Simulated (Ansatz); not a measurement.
Cost and result up the ladder for MgH₂ (3 atoms). Total charge 0; singlet. Geometry: PBE0-D4/def2-TZVP.

```xyz
3

Mg    0.000    0.000    0.000
H     0.272   -1.487    0.789
H    -0.272    1.487   -0.789
```

Ansatz on 4 threads of Arm Neoverse V2 on a shared host. Times are rough, and most runs start from the orbitals of an earlier one. ωB97M-V/def2-TZVP serves as the yardstick here, not as an exact answer. Differences are given only for rows in sets of like size (and for xTB, whose basis is part of the method), since another set adds its own error. Binding counts from free atoms at the same level (Mg singlet, H doublet; other spins of the atoms weren't run), without zero-point energy or a counterpoise term.

LC-ωPBE has ω = 0.4 bohr⁻¹. Correlated methods freeze 1 core orbital; core or outer-core shells of Mg are correlated, in sets that lack core-valence functions.

Correlated methods converge slowly with the basis.

```tsv
level	functions	wall time	binding energy per atom (eV)	difference from ωB97M-V/def2-TZVP (eV)
MP2/def2-TZVP	44	0.1 s	1.34	-0.16
PBE0-D4/def2-TZVP	44	0.15 s	1.46	-0.04
PBE-D4/def2-TZVP	44	0.15 s	1.45	-0.05
revPBE-D4/def2-TZVP	44	0.15 s	1.47	-0.03
PBE-D4/def2-SVP	28	0.15 s	1.46	–
PBE0-D4/def2-SVP	28	0.15 s	1.47	–
BLYP-D4/def2-TZVP (with forces)	44	0.2 s	1.51	0.01
LC-ωPBE/def2-TZVP	44	0.2 s	1.53	0.03
CAM-B3LYP-D4/def2-TZVP	44	0.2 s	1.55	0.05
CCSD(T)/def2-TZVPP	60	0.25 s	1.48	-0.02
r2SCAN-D4/def2-TZVP	44	0.4 s	1.55	0.05
r2SCANh-D4/def2-TZVP	44	0.4 s	1.54	0.04
ωB97X-V/def2-TZVP	44	0.4 s	1.55	0.05
ωB97M-V/def2-TZVP	44	0.5 s	1.50	0.00
```
